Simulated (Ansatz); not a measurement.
# Si2H6 (singlet): the correlation ladder at a displaced geometry (v1), cc-pVDZ

How much of the correlation energy of Si2H6 (singlet) does each wave-function method recover here?

Computed with Ansatz 0.2.0, Gaussian basis. Level: cc-pVDZ, core rule «outside noble gas», up to 10 orbitals frozen.

To be run: UHF; CCSD(T) on RHF; BCCD(T) on RHF; CISD; CCSDT(Q) on RHF; CASSCF and NEVPT2, 8 electrons in 8 orbitals.

9 further runs of the same task are left out: 3 that didn't finish, 6 set aside as unsound or not needed.

## 1. The system

The geometry is a PBE0/def2-TZVP stationary point (not a proven minimum) with its atoms shifted at random (size 0.040 Å).

8 atoms, charge 0, spin multiplicity 1.

Atoms are counted from 1 here; the program's logs count them from 0.

Bond lengths: Si1–Si2 2.339 Å, Si1–H3 1.513 Å, Si1–H4 1.498 Å, Si1–H5 1.586 Å, Si2–H6 1.477 Å, Si2–H7 1.507 Å, Si2–H8 1.504 Å. Angles: Si2–Si1–H3 108.4°, Si2–Si1–H4 112.5°, Si2–Si1–H5 112.4°, H3–Si1–H4 111.4°, H3–Si1–H5 105.7°, H4–Si1–H5 106.3°, Si1–Si2–H6 109.5°, Si1–Si2–H7 110.1°, Si1–Si2–H8 112.2°, H6–Si2–H7 112.1°, H6–Si2–H8 107.3°, H7–Si2–H8 105.6°.

## 2. UHF

in.yaml reads:

```yaml
crystal:
  periodic: [false, false, false]
  atoms:
    - {symbol: Si, position_ang: [-1.168431, 0.002076, 0.008717]}
    - {symbol: Si, position_ang: [1.170936, -0.004592, -0.002227]}
    - {symbol: H, position_ang: [-1.643183, 1.438298, -0.036374]}
    - {symbol: H, position_ang: [-1.737564, -0.724787, 1.188586]}
    - {symbol: H, position_ang: [-1.779793, -0.693499, -1.279384]}
    - {symbol: H, position_ang: [1.659332, -1.397990, -0.038018]}
    - {symbol: H, position_ang: [1.696536, 0.750643, 1.190815]}
    - {symbol: H, position_ang: [1.734885, 0.697443, -1.206463]}
basis:
  gaussian: {orbitals: cc-pVDZ}
magnetization: {spin_polarized: true, initial_magnetization: 0}
hamiltonian: {xc: hf}
output: {orbitals: {seedname: orbitals}}
```

Launch:

```bash
$ ansatz run in.yaml --threads 1 --pin off --events-out ev --progress --plain --max-ram 2393MiB
```

The runs that follow: CCSD(T) on RHF; BCCD(T) on RHF; CISD; CCSDT(Q) on RHF; CASSCF and NEVPT2, 8 electrons in 8 orbitals.

Q: Predict the results of all the runs planned. Wanted: RCCSDT(Q) below the RHF energy; RMP2 from RCCSDT(Q); RCCSD from RCCSDT(Q); RCCSD(T) from RCCSDT(Q); NEVPT2 frontier from RCCSDT(Q); T1 diagnostic.

As calculated:

| quantity | value |
| --- | --- |
| RCCSDT(Q) below the RHF energy | -7.4664 eV |
| RMP2 from RCCSDT(Q) | +1627.9 meV |
| RCCSD from RCCSDT(Q) | +207.0 meV |
| RCCSD(T) from RCCSDT(Q) | +39.6 meV |
| NEVPT2 frontier from RCCSDT(Q) | +1682.0 meV |
| levels within 1 kcal/mol (43 meV) | RCCSD(T), BCCD(T), RCCSDT |
| T1 diagnostic | 0.012 |

**Reading.** RCCSD(T) lands +39.6 meV from the yardstick (0.5 % of the correlation energy). These misses are within one basis, not against nature.
